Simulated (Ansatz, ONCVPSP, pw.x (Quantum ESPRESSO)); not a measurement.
# From atom to crystal: ONCV potential for tungsten

* Element: tungsten
* Generator: ONCVPSP 4.0.1.1 (patched build)
* Type: optimised norm-conserving Vanderbilt (ONCV)
* Functional: PBE
* Relativity: scalar-relativistic
* Frozen core: [Kr] 4d10 4f14
* Valence charge: 14
* Reference configuration: 5s2 5p6 5d4 6s2
* Partial waves: 5s+6s: rc 1.65 bohr, ncon 5, nbas 8, qcut 5.8 1/bohr, 2 projectors; 5p: rc 1.50 bohr, ncon 4, nbas 7, qcut 9.2 1/bohr, 2 projectors, debl 1 Ha; 5d: rc 2.85 bohr, ncon 3, nbas 7, qcut 4.3 1/bohr, 1 projector
* Local potential: polynomial inside 1.25 bohr (lpopt 3, dvloc0 0 Ha)
* Core correction: Teter function fitted to the true core (icmod 2), fcfact 0.35

In the p channel the program set the typed energies aside and used -1.588, 0.250 Ha.

Atomic tests: cutoffs needed: 46 Ha and 61 Ha (the cutoffs (Ha) at which the residual kinetic energy of the hardest occupied pseudo-wave falls to 1 and 0.1 mHa per electron); ghost test: no bound ghost flagged; GHOST(+) flagged for s at 239.2 eV, d at 312.8 eV; largest excitation error: -748 meV (all-electron minus pseudo) for 5s1 5p6 5d4 6s2, out of 4 test configurations.

Crystal test: bcc W in pw.x 7.5, no spin, 14³ k-points, Fermi–Dirac smearing 0.01 Ry, cutoffs 145/580 Ry. The reference is all-electron LAPW (Ansatz 0.2.0) with the same functional, mesh and smearing; V0 and B0 come from Birch–Murnaghan fits to the pressures at five volumes. Errors are pseudo minus all-electron; Δ is the rms difference of the E(V) curves that follow from these fits, minima aligned, over ±6 % about the mean V0. Mesh and smearing are coarse, so the numbers serve the comparison and aren't converged zero-temperature values; the lattice is a test structure that the element need not adopt.

| V (Å³/atom) | P all-electron (GPa) | P pseudo (GPa) |
| --- | --- | --- |
| 15.323 | 17.51 | 14.98 |
| 15.727 | 8.35 | 6.29 |
| 16.130 | 0.30 | -1.39 |
| 16.533 | -6.79 | -8.18 |
| 16.936 | -13.02 | -14.16 |

All-electron: a0 = 3.184 Å (V0 = 16.15 Å³/atom), B0 = 300.6 GPa.

Pseudopotential: mean pressure error (GPa): -1.76; a0 (Å): 3.178; a0 error (%): -0.19; B0 error (%): -2.2; Δ (meV/atom): 6.3. The largest radius (2.85 bohr) exceeds half the bond length (2.60 bohr), so the spheres overlap, which is one possible source of error among others.

**Question.** At the middle volume, how do free energy and pressure move when the wave cutoff is lowered (ecutrho kept at four times it)?

**Answer.**

```tsv
cutoff (Ry)	shift of F (meV/atom)	shift of P (GPa)
65	+130.2	-5.35
87	+64.6	-0.77
116	+12.0	-0.84
```

The run at the middle volume (104 k-points, 7 iterations) took about 91 s on one core of a shared host (Neoverse-N1, 64 threads, 124 GiB, load 55).
